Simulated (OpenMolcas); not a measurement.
# B3LYP/6-31G(d) (Cartesian functions) run of BH2F (SMILES BF)

Wanted: an optimisation with harmonic vibrations of BH2F. 

Program for the calculation: OpenMolcas 26.06.

1 further run of the same task is left out (set aside as unsound or not needed).

### 1 The molecule

The species is BH2F (4 atoms), meant as a singlet with charge 0. SMILES: `BF`. The coordinates come from a PBE0-D4/def2-TZVP relaxation. The run starts from this shape.

Bond lengths: B1–F2 1.317 Å, B1–H3 1.197 Å, B1–H4 1.198 Å. Angles: F2–B1–H3 117.8°, F2–B1–H4 117.8°, H3–B1–H4 124.4°.

### 2 An optimisation with harmonic vibrations at B3LYP/6-31G(d) (Cartesian functions)

The input, calc.inp:

```
>>> EXPORT MOLCAS_PRINT=2

&GATEWAY
  BASLIB=$CurrDir
  COORD
  4
  angstrom
  B       -0.027300      -0.004000      -0.030800
  F        1.061200      -0.296700       0.649900
  H       -1.012500      -0.649100       0.186200
  H        0.034200       0.889600      -0.825600
  BASIS=6-31Gs
  GROUP=NoSym
>>> EXPORT MOLCAS_MAXITER=50
>>> Do While

&SEWARD

&SCF
  KSDFT=B3LYP
  PRORBITALS=0

&SLAPAF
>>> EndDo
>>> COPY $Project.Opt.xyz $CurrDir/final.xyz
>>> COPY $Project.slapaf.h5 $CurrDir/final.slapaf.h5

&MCKINLEY
```

The basis set 6-31G* is read from a file made from the Basis Set Exchange's data (not shown).

Command:

```sh
$ export MOLCAS_MEM=1860
$ pymolcas calc.inp > calc.log
```

What values should one expect? Wanted: total energy; dipole moment; HOMO energy; LUMO energy; HOMO–LUMO gap; lowest harmonic wavenumber; highest harmonic wavenumber; zero-point energy.

Computed results:

Level: B3LYP/6-31G* (Cartesian functions).

| quantity | value |
| --- | --- |
| total energy | -125.92701 Eh |
| dipole moment | 0.51 D |
| HOMO energy | -8.87 eV |
| LUMO energy | -0.90 eV |
| HOMO–LUMO gap | 7.98 eV |
| lowest harmonic wavenumber | 1047 cm⁻¹ |
| highest harmonic wavenumber | 2715 cm⁻¹ |
| zero-point energy | 60.2 kJ/mol |

At the final geometry: Bond lengths: B1–F2 1.323 Å, B1–H3 1.196 Å, B1–H4 1.196 Å. Angles: F2–B1–H3 117.9°, F2–B1–H4 117.9°, H3–B1–H4 124.2°. The program took a symmetry number of 1 where this shape has 2, so the entropy in its output is too high by R ln(2/1) = 1.38 cal/(mol K). All 6 modes are real, so the shape is a minimum at this level. Mulliken charges run from -0.19 on F2 to +0.29 on B1.
